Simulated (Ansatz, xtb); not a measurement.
System: C4H3S, charge -1, multiplicity 1. It need not be the lowest isomer of its formula. Whether it binds its extra electron was not tested at this geometry. 
Structure (B3LYP-D3(BJ)/def2-TZVP (Ansatz, a first-principles code) minimum search):
```xyz
8

S     -0.0034    -0.0083     1.1779
C      0.0017     1.2708    -0.1051
C     -0.0012    -1.2067    -0.0590
C      0.0049     0.8047    -1.3811
C      0.0031    -0.6389    -1.3095
H      0.0017     2.2865     0.2724
H     -0.0031    -2.2572     0.2021
H      0.0049    -1.2763    -2.1928
```
Charge -1, spin multiplicity 1.

Harmonic wavenumbers from GFN2-xTB (xtb, at its own minimum), cm⁻¹: 278, 385, 523, 585, 711, 726, 732, 827, 829, 1036, 1082, 1105, 1286, 1449, 1548, 2942, 3006, 3070.

### Question
Give the harmonic wavenumbers at B3LYP-D3(BJ)/def2-TZVP (Ansatz, finite differences of forces, unscaled).

### Answer
455, 493, 551, 657, 688, 701, 779, 844, 869, 1017, 1094, 1189, 1324, 1364, 1426, 3085, 3150, 3174 cm⁻¹. Zero-point energy 32.7 kcal/mol.

### Question
From these and the geometry, give the ideal-gas thermochemistry at 298.15 K and 1 atm (rigid rotor, harmonic oscillator).

### Answer
Point group Cs, rotational symmetry number 1. Rotational constants 8.213, 5.426, 3.267 GHz. S(trans) 39.17, S(rot) 25.20, S(vib) 3.80, S(elec, spin only) 0.00, S 68.2 cal/(mol K). H(298) - H(0) 3.22 kcal/mol; G - E(el) 15.6 kcal/mol.
